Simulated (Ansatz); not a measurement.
# SiH2Cl (chlorosilyl radical) at 6 levels

We compute a comparison of 6 runs (UHF/STO-3G, U-wB97X/STO-3G, UPBE0/STO-3G, RPA@PBE/STO-3G, UBCCD(T)/STO-3G, UCCSDTQ/STO-3G) of SiH2Cl (chlorosilyl radical). 

Program for the calculation: Ansatz 0.2.0.

52 further runs of the same task are left out: 52 set aside as unsound or not needed.

**1. The molecule**

The species is SiH2Cl (4 atoms), meant as a doublet with charge 0. As SMILES, `[SiH2]Cl`. The H4–Si1 distance was set to 3.629 Å, away from the relaxed value. At this shape a bond of the SMILES string is far longer than usual.

Bond lengths: Si1–Cl2 2.022 Å, Si1–H3 1.451 Å. Angles: Cl2–Si1–H3 110.3°.

**2. A single-point energy at UHF/STO-3G (run 1)**

Contents of molecule.yaml:

```yaml
crystal:
  periodic: [false, false, false]
  atoms:
    - {symbol: Si, position_ang: [-0.335285, -0.606047, 2.137937]}
    - {symbol: Cl, position_ang: [1.545985, -0.903357, 2.817437]}
    - {symbol: H, position_ang: [-1.116705, -1.822027, 2.269657]}
    - {symbol: H, position_ang: [-0.249110, 0.800200, -1.205980]}
basis:
  gaussian:
    orbitals: STO-3G
magnetization:
  spin_polarized: true
  initial_magnetization: 1
hamiltonian:
  xc: hf
accuracy: high
```

Launch:

```sh
$ ansatz run molecule.yaml --threads 1 --pin off --max-ram 2610MiB --events-out events.jsonl --progress --plain --runs-dir runs
```

Standard output:

```text
Warning: RAYON_NUM_THREADS=1 ignored (pool sized by the plan → 1); use --threads N
Functional definition: HF
  name "HF"
  exchange = exact_x
  correlation = 0
336 factors; integrals over basis functions are off by at most 4.3e-9 eV
mean field evaluation 1: about -20157.8662 eV, gradient 1.3e1 eV
mean field evaluation 2: about -20157.8862 eV, gradient 1.3e1 eV
mean field evaluation 4: about -20162.1780 eV, gradient 1.0e1 eV
mean field evaluation 8: about -20165.3445 eV, gradient 9.4e0 eV
mean field evaluation 16: about -20169.3594 eV, gradient 8.8e-3 eV
mean field evaluation 32: about -20169.3511 eV, gradient 2.9e-3 eV
mean field evaluation 64: about -20169.3153 eV, gradient 5.0e-1 eV
mean field evaluation 96: about -20162.1142 eV, gradient 5.7e0 eV
mean field -20169.35942797 eV, -741.2102876949 hartree, gradient 2.9e-8 eV, S^2 0.980448; 3 other end points of the search recorded, 0 dependent functions left out
reference -20169.35942797 eV, -741.2102876949 hartree; 17, 16 occupied and 3, 4 virtual orbitals, 336 factors
Total energy: -20169.35942797 eV, -741.2102876949 hartree
```

It took 0.36 s on 1 thread of AMD EPYC 7R43 (Zen 3), shared host.

**3. The energy at U-wB97X/STO-3G (run 2)**

molecule.yaml, as its differences from that of step 2:

```diff
@@ -14,3 +14,3 @@
 hamiltonian:
-  xc: hf
+  xc: {name: wB97X}
 accuracy: high
```

Launch:

```sh
$ ansatz run molecule.yaml --threads 1 --pin off --max-ram 2610MiB --events-out events.jsonl --progress --plain --runs-dir runs
```

Standard output:

```text
Warning: RAYON_NUM_THREADS=1 ignored (pool sized by the plan → 1); use --threads N
Functional definition: wB97X
  name "wB97X"
  parameter omega = 0.3/bohr
  parameter cx = 0.157706
  parameter cx1 = 0.726479
  parameter cx2 = 1.04760
  parameter cx3 = -5.70635
  parameter cx4 = 13.2794
  parameter css1 = -4.33879
  parameter css2 = 18.2308
  parameter css3 = -31.7430
  parameter css4 = 17.2901
  parameter cos1 = 2.37031
  parameter cos2 = -11.3995
  parameter cos3 = 6.58405
  parameter cos4 = -3.78132
  exchange = spin_sum(e_x_unif_sr(omega)*poly(b97_u_x, 1 - cx, cx1, cx2, cx3, cx4)) + cx*exact_x_sr(omega)
      + exact_x_lr(omega)
  correlation = spin_sum(e_c_pw_same_spin*poly(b97_u_same, 1, css1, css2, css3, css4))
      + integral(e_c_pw_opposite_spin*poly(b97_u_opposite, 1, cos1, cos2, cos3, cos4))
336 factors; integrals over basis functions are off by at most 4.3e-9 eV
131 factors; integrals over basis functions are off by at most 5.0e-10 eV
mean field evaluation 1: about -20188.4948 eV, gradient 1.5e1 eV
mean field evaluation 2: about -20185.5939 eV, gradient 1.5e1 eV
mean field evaluation 4: about -20197.2759 eV, gradient 4.3e0 eV
mean field evaluation 8: about -20196.9748 eV, gradient 6.4e0 eV
mean field evaluation 16: about -20200.3152 eV, gradient 2.3e-4 eV
mean field -20200.31523265 eV, -742.3478925346 hartree, gradient 6.2e-8 eV, S^2 0.750430; 2 other end points of the search recorded, 0 dependent functions left out
reference -20200.31523203 eV, -742.3478925117 hartree; 17, 16 occupied and 3, 4 virtual orbitals, 336 factors
Total energy: -20200.31523203 eV, -742.3478925117 hartree
```

It took 11 s on 1 thread of AMD EPYC 7R43 (Zen 3), shared host; peak memory 0.39 GiB.

Runs 3 to 4 aren't shown in full; the table further down has their settings and results.

**4. The energy at UBCCD(T)/STO-3G (run 5)**

Contents of in.yaml:

```yaml
crystal:
  periodic: [false, false, false]
  atoms:
    - {symbol: Si, position_ang: [-0.335285, -0.606047, 2.137937]}
    - {symbol: Cl, position_ang: [1.545985, -0.903357, 2.817437]}
    - {symbol: H, position_ang: [-1.116705, -1.822027, 2.269657]}
    - {symbol: H, position_ang: [-0.249110, 0.800200, -1.205980]}
basis:
  gaussian: {orbitals: STO-3G}
magnetization: {spin_polarized: true, initial_magnetization: 1}
correlation: {method: bccd_t, frozen_orbitals: {Cl: 5, H: 0, Si: 5}}
accuracy: high
scf: {omitted_lower_state_checks: [cluster_reference, increment]}
```

Launch:

```sh
$ ansatz run in.yaml --threads 1 --pin off --max-ram 2610MiB --events-out events.jsonl --progress --plain --runs-dir runs
```

Standard output:

```text
Warning: RAYON_NUM_THREADS=1 ignored (pool sized by the plan → 1); use --threads N
Functional definition: HF
  name "HF"
  exchange = exact_x
  correlation = 0
these checks for a lower state are left out or cut short: cluster_reference, increment
336 factors; integrals over basis functions are off by at most 4.3e-9 eV
mean field evaluation 1: about -20157.8662 eV, gradient 1.3e1 eV
mean field evaluation 2: about -20157.8862 eV, gradient 1.3e1 eV
mean field evaluation 4: about -20162.1780 eV, gradient 1.0e1 eV
mean field evaluation 8: about -20165.3445 eV, gradient 9.4e0 eV
mean field evaluation 16: about -20169.3594 eV, gradient 8.8e-3 eV
mean field evaluation 32: about -20169.1931 eV, gradient 1.6e0 eV
mean field evaluation 64: about -20167.0926 eV, gradient 8.0e0 eV
mean field evaluation 96: about -20167.4031 eV, gradient 8.5e0 eV
mean field -20169.35942797 eV, -741.2102876949 hartree, gradient 2.9e-8 eV, S^2 0.980448; 6 other end points of the search recorded, 0 dependent functions left out
10 core orbitals not correlated: weight in the atoms' cores, before any rotation towards them, 1.000 or more for the frozen orbitals, at most 0.000 for the correlated occupied ones
reference -20169.35942797 eV, -741.2102876949 hartree; 7, 6 occupied and 3, 4 virtual orbitals, 336 factors
second order -0.79402712 eV of doubles, -0.00000000 eV of singles
cycle   1  -1.01649650 eV  change   -2.2e-1 eV  update   5.6e-2
cycle   2  -1.15489292 eV  change   -1.4e-1 eV  update   3.2e-2
cycle   3  -1.19909972 eV  change   -4.4e-2 eV  update   2.6e-2
cycle   4  -1.27284971 eV  change   -7.4e-2 eV  update   2.3e-2
cycle   5  -1.28892521 eV  change   -1.6e-2 eV  update   1.5e-2
cycle   6  -1.30740968 eV  change   -1.8e-2 eV  update   9.3e-3
cycle   7  -1.28704562 eV  change    2.0e-2 eV  update   4.7e-3
cycle   8  -1.30462482 eV  change   -1.8e-2 eV  update   1.9e-3
cycle   9  -1.29267019 eV  change    1.2e-2 eV  update   2.0e-3
cycle  10  -1.29300500 eV  change   -3.3e-4 eV  update   1.7e-4
cycle  11  -1.29263800 eV  change    3.7e-4 eV  update   1.0e-4
cycle  12  -1.29248179 eV  change    1.6e-4 eV  update   2.9e-5
cycle  13  -1.29249468 eV  change   -1.3e-5 eV  update   6.0e-6
cycle  14  -1.29249201 eV  change    2.7e-6 eV  update   2.6e-6
cycle  15  -1.29249128 eV  change    7.3e-7 eV  update   1.9e-6
cycle  16  -1.29249225 eV  change   -9.7e-7 eV  update   1.6e-6
cycle  17  -1.29249186 eV  change    3.9e-7 eV  update   1.4e-6
cycle  18  -1.29249184 eV  change    1.9e-8 eV  update   9.6e-7
cycle  19  -1.29249168 eV  change    1.5e-7 eV  update   6.5e-7
cycle  20  -1.29249209 eV  change   -4.1e-7 eV  update   4.3e-7
cycle  21  -1.29249208 eV  change    1.3e-8 eV  update   2.4e-7
cycle  22  -1.29249208 eV  change   -2.4e-9 eV  update   1.5e-7
cycle  23  -1.29249220 eV  change   -1.3e-7 eV  update   6.0e-8
cycle  24  -1.29249224 eV  change   -3.7e-8 eV  update   4.6e-8
cycle  25  -1.29249225 eV  change   -4.8e-9 eV  update   4.5e-8
cycle  26  -1.29249204 eV  change    2.1e-7 eV  update   2.2e-7
cycle  27  -1.29249210 eV  change   -6.7e-8 eV  update   1.5e-7
cycle  28  -1.29249217 eV  change   -6.5e-8 eV  update   6.2e-8
cycle  29  -1.29249220 eV  change   -2.9e-8 eV  update   3.4e-8
cycle  30  -1.29249219 eV  change    1.2e-8 eV  update   2.4e-8
cycle  31  -1.29249218 eV  change    9.4e-9 eV  update   1.4e-8
cycle  32  -1.29249217 eV  change    5.8e-9 eV  update   6.7e-9
cycle  33  -1.29249217 eV  change   3.5e-11 eV  update   3.6e-9
cycle  34  -1.29249217 eV  change    2.1e-9 eV  update   2.6e-9
cycle  35  -1.29249217 eV  change   8.9e-10 eV  update   2.0e-9
cycle  36  -1.29249217 eV  change   2.9e-11 eV  update   1.5e-9
perturbative correction -0.03196949 eV, -0.0011748571 hartree
Total energy: -20170.68388962 eV, -741.2589607631 hartree
Checks for a lower state left out: cluster_reference, increment
```

It took 0.66 s on 1 thread of AMD EPYC 7R43 (Zen 3), shared host.

**5. A single-point energy at UCCSDTQ/STO-3G (run 6)**

Contents of job.yaml:

```yaml
crystal:
  periodic: [false, false, false]
  atoms:
    - {symbol: Si, position_ang: [-0.335285, -0.606047, 2.137937]}
    - {symbol: Cl, position_ang: [1.545985, -0.903357, 2.817437]}
    - {symbol: H, position_ang: [-1.116705, -1.822027, 2.269657]}
    - {symbol: H, position_ang: [-0.249110, 0.800200, -1.205980]}
basis:
  gaussian: {orbitals: STO-3G}
scf: {omitted_lower_state_checks: [cluster_reference, increment]}
magnetization: {spin_polarized: true, initial_magnetization: 1}
accuracy: high
correlation: {method: ccsdtq, frozen_orbitals: {Cl: 5, H: 0, Si: 5}}
```

Launch:

```sh
$ ansatz run job.yaml --threads 1 --pin off --max-ram 2610MiB --events-out events.jsonl --progress --plain --runs-dir runs
```

Standard output:

```text
Warning: RAYON_NUM_THREADS=1 ignored (pool sized by the plan → 1); use --threads N
Functional definition: HF
  name "HF"
  exchange = exact_x
  correlation = 0
these checks for a lower state are left out or cut short: cluster_reference, increment
336 factors; integrals over basis functions are off by at most 4.3e-9 eV
mean field evaluation 1: about -20157.8662 eV, gradient 1.3e1 eV
mean field evaluation 2: about -20157.8862 eV, gradient 1.3e1 eV
mean field evaluation 4: about -20162.1780 eV, gradient 1.0e1 eV
mean field evaluation 8: about -20165.3445 eV, gradient 9.4e0 eV
mean field evaluation 16: about -20169.3594 eV, gradient 8.8e-3 eV
mean field evaluation 32: about -20169.1931 eV, gradient 1.6e0 eV
mean field evaluation 64: about -20167.0926 eV, gradient 8.0e0 eV
mean field evaluation 96: about -20167.4031 eV, gradient 8.5e0 eV
mean field -20169.35942797 eV, -741.2102876949 hartree, gradient 2.9e-8 eV, S^2 0.980448; 6 other end points of the search recorded, 0 dependent functions left out
10 core orbitals not correlated: weight in the atoms' cores, before any rotation towards them, 1.000 or more for the frozen orbitals, at most 0.000 for the correlated occupied ones
reference -20169.35942797 eV, -741.2102876949 hartree; 7, 6 occupied and 3, 4 virtual orbitals, 336 factors
second order -0.79402712 eV of doubles, -0.00000000 eV of singles
cycle   1  -1.00703446 eV  change   -2.1e-1 eV  update   5.9e-2
cycle   2  -1.15145853 eV  change   -1.4e-1 eV  update   3.4e-2
cycle   3  -1.20771143 eV  change   -5.6e-2 eV  update   2.7e-2
cycle   4  -1.27243134 eV  change   -6.5e-2 eV  update   2.2e-2
cycle   5  -1.29990875 eV  change   -2.7e-2 eV  update   1.7e-2
cycle   6  -1.32560929 eV  change   -2.6e-2 eV  update   1.3e-2
cycle   7  -1.32942639 eV  change   -3.8e-3 eV  update   6.7e-3
cycle   8  -1.33021076 eV  change   -7.8e-4 eV  update   2.9e-3
cycle   9  -1.33184157 eV  change   -1.6e-3 eV  update   1.4e-3
cycle  10  -1.33100239 eV  change    8.4e-4 eV  update   6.5e-4
cycle  11  -1.33080294 eV  change    2.0e-4 eV  update   2.8e-4
cycle  12  -1.33085522 eV  change   -5.2e-5 eV  update   1.2e-4
cycle  13  -1.33080292 eV  change    5.2e-5 eV  update   7.2e-5
cycle  14  -1.33082570 eV  change   -2.3e-5 eV  update   6.1e-5
cycle  15  -1.33083175 eV  change   -6.0e-6 eV  update   5.4e-5
cycle  16  -1.33080157 eV  change    3.0e-5 eV  update   4.8e-5
cycle  17  -1.33076043 eV  change    4.1e-5 eV  update   3.7e-5
cycle  18  -1.33075550 eV  change    4.9e-6 eV  update   2.8e-5
cycle  19  -1.33077716 eV  change   -2.2e-5 eV  update   2.2e-5
cycle  20  -1.33081937 eV  change   -4.2e-5 eV  update   1.9e-5
cycle  21  -1.33084170 eV  change   -2.2e-5 eV  update   1.6e-5
cycle  22  -1.33084589 eV  change   -4.2e-6 eV  update   5.3e-6
cycle  23  -1.33084663 eV  change   -7.4e-7 eV  update   2.7e-6
cycle  24  -1.33084662 eV  change    1.7e-8 eV  update   1.4e-6
cycle  25  -1.33084710 eV  change   -4.8e-7 eV  update   5.8e-7
cycle  26  -1.33084751 eV  change   -4.1e-7 eV  update   3.4e-7
cycle  27  -1.33084757 eV  change   -6.1e-8 eV  update   1.9e-7
cycle  28  -1.33084762 eV  change   -4.7e-8 eV  update   1.4e-7
cycle  29  -1.33084764 eV  change   -2.1e-8 eV  update   1.0e-7
cycle  30  -1.33084762 eV  change    1.6e-8 eV  update   7.9e-8
cycle  31  -1.33084760 eV  change    2.1e-8 eV  update   6.9e-8
cycle  32  -1.33084762 eV  change   -1.6e-8 eV  update   6.2e-8
cycle  33  -1.33084759 eV  change    2.3e-8 eV  update   5.6e-8
cycle  34  -1.33084756 eV  change    3.5e-8 eV  update   5.1e-8
cycle  35  -1.33084752 eV  change    3.9e-8 eV  update   4.6e-8
cycle  36  -1.33084752 eV  change   6.2e-10 eV  update   3.2e-8
cycle  37  -1.33084754 eV  change   -2.1e-8 eV  update   2.1e-8
cycle  38  -1.33084756 eV  change   -1.9e-8 eV  update   1.3e-8
cycle  39  -1.33084757 eV  change   -6.7e-9 eV  update   5.6e-9
cycle  40  -1.33084757 eV  change   -3.1e-9 eV  update   4.4e-9
cycle  41  -1.33084757 eV  change   -4.5e-9 eV  update   3.1e-9
cycle  42  -1.33084758 eV  change   -3.7e-9 eV  update   2.4e-9
cycle  43  -1.33084758 eV  change   -1.3e-9 eV  update   1.1e-9
cycle  44  -1.33084758 eV  change  -5.0e-10 eV  update  5.7e-10
Total energy: -20170.69027554 eV, -741.2591954413 hartree
Checks for a lower state left out: cluster_reference, increment
```

It took 39 s on 1 thread of AMD EPYC 7R43 (Zen 3), shared host; peak memory 0.25 GiB.

**6. Overview of the runs**

| run | level | frozen core orbitals | energy (Eh) | ⟨S²⟩ | wall time |
| --- | --- | --- | --- | --- | --- |
| 1 | UHF/STO-3G | – | -741.210288 | 0.980 | 0.36 s |
| 2 | U-wB97X/STO-3G | – | -742.347893 | 0.750 | 11 s |
| 3 | UPBE0/STO-3G | – | -742.098278 | 0.751 | 2.5 s |
| 4 | RPA@PBE/STO-3G | 10 | -741.290927 | 0.750 | 3.3 s |
| 5 | UBCCD(T)/STO-3G | 10 | -741.258961 | 0.980 | 0.66 s |
| 6 | UCCSDTQ/STO-3G | 10 | -741.259195 | 0.980 | 39 s |

**7. Outcome**

| quantity | value |
| --- | --- |
| run 6: total energy | -741.25920 Eh |
| run 6: correlation energy (10 core orbitals frozen) | -48.9 mEh |
| run 6: ⟨S²⟩ of the reference determinant | 0.980 |
| run 6: T1 diagnostic | 0.060 |

**Reading.** Below the UHF energy at the same shape and in the same basis (STO-3G): UBCCD(T) -48.7 mEh; UCCSDTQ -48.9 mEh. Totals of different functionals can't be ranked against each other. In runs 1, 2, 3, 4, 5, 6 the basis is minimal, so the values are rough. Spin contamination of the reference: run 1 ⟨S²⟩ = 0.98, run 5 ⟨S²⟩ = 0.98, run 6 ⟨S²⟩ = 0.98. All runs together took 57 s, the longest 39 s.
